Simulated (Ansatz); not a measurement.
## Could ScAl3N4 exist in this structure?

Plane-wave DFT in Ansatz with scalar-relativistic PAW potentials. The crystal relaxes under PBE to P-43m with a = 4.529 Å, 11.61 Å³/atom. No spin polarisation. The structure is a made-up candidate, not known to be the stable one.

```cif
data_structure
_symmetry_space_group_name_H-M 'P 1'
_symmetry_Int_Tables_number 1
_cell_length_a 4.5292
_cell_length_b 4.5292
_cell_length_c 4.5292
_cell_angle_alpha 90.000
_cell_angle_beta 90.000
_cell_angle_gamma 90.000
_cell_volume 92.91
loop_
_atom_site_label
_atom_site_type_symbol
_atom_site_fract_x
_atom_site_fract_y
_atom_site_fract_z
_atom_site_occupancy
Sc1 Sc 0.00000 0.00000 0.00000 1
Al1 Al 0.50000 0.50000 0.00000 1
Al2 Al 0.50000 0.00000 0.50000 1
Al3 Al 0.00000 0.50000 0.50000 1
N1 N 0.73730 0.73730 0.26270 1
N2 N 0.73730 0.26270 0.73730 1
N3 N 0.26270 0.73730 0.73730 1
N4 N 0.26270 0.26270 0.26270 1
```

Question: Test it against the elements, against displacements at the zone centre and against strain.

Answer:
- Energy over the elements: -1.328 eV/atom (PBE, standard states in the same functional, gases uncorrected)
- Optical modes at Γ: all 21 real, 268 to 697 cm⁻¹ (PBE, without the LO-TO term)
- Least eigenvalue of the elastic tensor: 95 GPa (PBE)

It passes all three tests. So it is a local minimum against everything tried and bound against the elements. Modes at other wave vectors, other structures and decomposition into other compounds weren't tested here.

Cost: 3 runs of about 9.8 core-minutes in all, on Arm Neoverse V1 (shared hosts).